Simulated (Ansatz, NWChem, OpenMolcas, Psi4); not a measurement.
# AlCl (aluminium monochloride): methods side by side

The species is AlCl (2 atoms), meant as a singlet with charge 0. SMILES: `[Al][Cl]`. The bond length is the measured one.

```xyz
2

Al    0.0000    0.0000    0.0000
Cl    0.0000    0.0000    2.1301
```

Each level gives the electronic atomisation energy (eV). The values are calculated. Electronic energies at fixed atoms, without zero-point motion or spin-orbit coupling.

```
               level                    kind     program  value (eV)  CPU time (all runs)
   SVWN5/aug-cc-pVTZ                     LDA  OpenMolcas        5.81                 15 s
    BLYP/aug-cc-pVTZ                     GGA        Psi4        5.02                 62 s
  revPBE/aug-cc-pVTZ                     GGA  OpenMolcas        5.01                 20 s
  M06-2X/aug-cc-pVTZ         hybrid meta-GGA      NWChem        5.35                 81 s
   BHLYP/aug-cc-pVTZ           global hybrid      NWChem        4.93                 74 s
   HSE06/aug-cc-pVTZ  range-separated hybrid      Ansatz        5.13                8.2 s
RPA@PBE0/aug-cc-pVTZ                     RPA      Ansatz        4.83                9.2 s
     MP2/aug-cc-pVTZ     perturbation theory      NWChem        5.30              2.9 min
          FCI/STO-3G      exact in the basis      Ansatz        7.32               0.38 s
```

The values span 4.83 to 7.32 eV. High-level rows in very small sets aren't better than simpler rows in larger ones. CPU times are rough (shared hosts, several kinds of processor): they show what a rung costs within a factor of a few.
